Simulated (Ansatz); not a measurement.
**AlSiH₂ (quartet): wave-function methods side by side at distance Si1–Al2 = 2.669 Å, cc-pVDZ**

One table from this session's results is given with a row withheld; the runs are named, their logs left out.

Method: cc-pVDZ, core rule «outside noble gas», up to 10 orbitals frozen; program: Ansatz 0.2.0, Gaussian basis.

Plan: UHF; CCSD(T) on ROHF; CCSD(T) on UHF; BCCD(T) on ROHF; CISD; CCSDT(Q) on ROHF; CCSDT(Q) on UHF; CASSCF and MRCISD+Q, 5 electrons in 5 orbitals; CASSCF and NEVPT2, 5 electrons in 5 orbitals.

36 further runs of the same task are left out: 14 for a known fault of the program, 14 that didn't finish, 8 set aside as unsound or not needed.

### The geometry

The geometry derives from a PBE0/def2-TZVP stationary point (not a proven minimum). One bond is set to the value named and the two fragments are kept rigid.

4 atoms, charge 0, spin multiplicity 4.

Atoms are counted from 1 here; the program's logs count them from 0.

Bond lengths: Si1–Al2 2.669 Å, Al2–H3 1.583 Å, Al2–H4 1.583 Å. Angles: Si1–Al2–H3 117.4°, Si1–Al2–H4 117.4°, H3–Al2–H4 125.2°.

The first run:

The input, in.yaml:

```yaml
crystal:
  periodic: [false, false, false]
  atoms:
    - {symbol: Si, position_ang: [0.000000, 0.000000, 1.381551]}
    - {symbol: Al, position_ang: [0.000000, 0.000000, -1.287449]}
    - {symbol: H, position_ang: [0.000000, 1.405470, -2.016099]}
    - {symbol: H, position_ang: [0.000000, -1.405470, -2.016099]}
basis:
  gaussian: {orbitals: cc-pVDZ}
magnetization: {spin_polarized: true, initial_magnetization: 3}
hamiltonian: {xc: hf}
output: {orbitals: {seedname: orbitals}}
```

Launch:

```sh
> ansatz run in.yaml --threads 1 --pin off --events-out ev --progress --plain --max-ram 2393MiB
```

Among the steps run: UHF; CCSD(T) on ROHF; CCSD(T) on UHF; BCCD(T) on ROHF; CISD; CCSDT(Q) on ROHF; CCSDT(Q) on UHF; CASSCF and MRCISD+Q, 5 electrons in 5 orbitals; CASSCF and NEVPT2, 5 electrons in 5 orbitals.

One table of the session follows, with a row left open; its other results are not shown here.

It belongs to the step «Misses and costs». 

```
       method  from UCCSDT(Q) (meV)
         ROHF               +4276.3
          UHF               +4238.4
         RMP2                     ?
         UMP2               +1099.3
         CISD                +394.8
        RCCSD                +153.9
        UCCSD                +152.8
     RCCSD(T)                 +41.4
     UCCSD(T)                 +41.7
      BCCD(T)                 +40.1
       RCCSDT                  +6.9
       UCCSDT                  +6.8
    RCCSDT(Q)                  +0.3
    UCCSDT(Q)                     0
  CASSCF pair               +3889.8
  NEVPT2 pair               +1086.6
  MRCISD pair                +375.2
MRCISD+Q pair                 +10.2
```

Q: Estimate the row for RMP2 from the others.

As computed: from UCCSDT(Q) (meV): +1081.0. In the column «from UCCSDT(Q) (meV)» it lies between CISD (+394.8) and NEVPT2 pair (+1086.6).

To keep in mind: Restricted and unrestricted rows rest on different reference determinants; where their highest levels disagree by more than a few hundredths of an eV, they describe different states and don't form one ladder.
